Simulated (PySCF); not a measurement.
thiophene cation (C4H4S), SMILES c1ccsc1 (connectivity only; charge and spin as stated), charge +1, multiplicity 2. Atoms are numbered in the order given.

```xyz
9

C      0.0000     0.6907     1.3203
C      0.0000    -0.6907     1.3203
C      0.0000    -1.2203    -0.0038
S      0.0000     0.0000    -1.2285
C      0.0000     1.2203    -0.0038
H      0.0000     1.3252     2.2085
H      0.0000    -1.3252     2.2085
H      0.0000    -2.2789    -0.2798
H      0.0000     2.2789    -0.2798
```
Charge +1, spin multiplicity 2.

Coordinates come from a B3LYP-D3(BJ)/def2-SVP optimisation. The multiplicity is an assumed one; no other spin state was optimised.

Two levels are set side by side: PBE/pcH-1 (PySCF) and B3LYP/pcH-1 (PySCF). Contact hyperfine couplings, same geometry. Differences are taken from unrounded values.

```tsv
quantity	B3LYP
A(iso) of 13C, atom C1 (MHz)	-8.1
A(iso) of 13C, atom C2 (MHz)	-8.1
A(iso) of 13C, atom C3 (MHz)	49.5
A(iso) of 33S, atom S4 (MHz)	-3.3
A(iso) of 13C, atom C5 (MHz)	49.5
A(iso) of 1H, atom H6 (MHz)	-6.8
A(iso) of 1H, atom H7 (MHz)	-6.8
A(iso) of 1H, atom H8 (MHz)	-37.9
A(iso) of 1H, atom H9 (MHz)	-37.9
```

Problem. What does PBE give, and how far is it from B3LYP? (Estimate from the structure and the level; the computed values follow.)

Solution. 
| quantity | PBE | PBE minus B3LYP |
|---|---|---|
| A(iso) of 13C, atom C1 (MHz) | -7.8 | 0.3 |
| A(iso) of 13C, atom C2 (MHz) | -7.8 | 0.3 |
| A(iso) of 13C, atom C3 (MHz) | 41.6 | -7.9 |
| A(iso) of 33S, atom S4 (MHz) | -1.1 | 2.2 |
| A(iso) of 13C, atom C5 (MHz) | 41.6 | -7.9 |
| A(iso) of 1H, atom H6 (MHz) | -7.4 | -0.6 |
| A(iso) of 1H, atom H7 (MHz) | -7.4 | -0.6 |
| A(iso) of 1H, atom H8 (MHz) | -35.6 | 2.3 |
| A(iso) of 1H, atom H9 (MHz) | -35.6 | 2.3 |

Rough cost on one machine, each run with all the roots and properties that it gave: B3LYP against PBE within a factor of 2.
